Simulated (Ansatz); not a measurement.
**C₂H₃FO: basis-set convergence**

One table from this session's results is given with a row withheld; the runs are named, their logs left out.

Program: Ansatz 0.2.0, Gaussian basis. Level of theory: one geometry, several basis sets. These are calculated values, not measurements.

Plan: PBE0-D4/def2-SVP; ωB97M-V/def2-SVP; PBE0-D4/def2-QZVPP; ωB97M-V/def2-QZVPP; the functionals' def2-TZVPP values are taken from earlier runs.

## The relaxed structure

An earlier PBE0-D4 in a triple-zeta def2 set relaxation fixed the geometry.

SMILES `CC(=O)F`, 7 atoms, charge 0, spin multiplicity 1.

Atoms are counted from 1 here; the program's logs count them from 0.

Bond lengths: C1–C2 1.488 Å, C1–H5 1.087 Å, C1–H6 1.092 Å, C1–H7 1.092 Å, C2–O3 1.179 Å, C2–F4 1.351 Å. Angles: C2–C1–H5 110.0°, C2–C1–H6 109.6°, C2–C1–H7 109.2°, H5–C1–H6 110.5°, H5–C1–H7 110.2°, H6–C1–H7 107.3°, C1–C2–O3 129.3°, C1–C2–F4 110.5°, O3–C2–F4 120.2°.

Geometry (Å):

```mol
C2H3FO
  3D, bonds by distance, orders not assigned

  7  6  0  0  0  0  0  0  0  0999 V2000
    0.4852    0.0138    0.4437 C   0  0
   -0.6951   -0.0338   -0.4604 C   0  0
   -1.8376   -0.1446   -0.1907 O   0  0
   -0.3080    0.0749   -1.7506 F   0  0
    0.1674   -0.1061    1.4760 H   0  0
    1.1893   -0.7731    0.1669 H   0  0
    0.9988    0.9688    0.3151 H   0  0
  1  2  8  0
  2  3  8  0
  2  4  8  0
  1  5  8  0
  1  6  8  0
  1  7  8  0
M  END
```

Set-up of the first run:

in.yaml

```yaml
crystal:
  periodic: [false, false, false]
  atoms:
    - {symbol: C, position_ang: [0.485238, 0.013758, 0.443693]}
    - {symbol: C, position_ang: [-0.695143, -0.033750, -0.460368]}
    - {symbol: O, position_ang: [-1.837646, -0.144559, -0.190738]}
    - {symbol: F, position_ang: [-0.308011, 0.074940, -1.750585]}
    - {symbol: H, position_ang: [0.167411, -0.106133, 1.475990]}
    - {symbol: H, position_ang: [1.189305, -0.773063, 0.166948]}
    - {symbol: H, position_ang: [0.998836, 0.968807, 0.315052]}
basis:
  gaussian: {orbitals: def2-SVP}
hamiltonian: {xc: pbe0, dispersion: d4}
output: {orbitals: {seedname: orbitals}}
```

Steps of the session up to this table: PBE0-D4 in def2-SVP; ωB97M-V in def2-SVP; PBE0-D4 in def2-QZVPP; ωB97M-V in def2-QZVPP.

One of the session's tables, all rows but one given; the rest of the session is left out.

It belongs to the step «Density functionals: the series». 

```
functional       basis  HOMO (eV)  LUMO (eV)
   PBE0-D4    def2-SVP      -8.83      -0.17
   PBE0-D4  def2-TZVPP      -8.99      -0.37
   PBE0-D4  def2-QZVPP      -9.03      -0.44
   ωB97M-V    def2-SVP     -11.25       2.24
   ωB97M-V  def2-TZVPP          ?          ?
   ωB97M-V  def2-QZVPP     -11.48       1.69
```

Q: Estimate the row for ωB97M-V, def2-TZVPP from the others.

**Answer.** HOMO (eV): -11.44; LUMO (eV): 2.00. In the column «HOMO (eV)» it lies between ωB97M-V, def2-QZVPP (-11.48) and ωB97M-V, def2-SVP (-11.25).
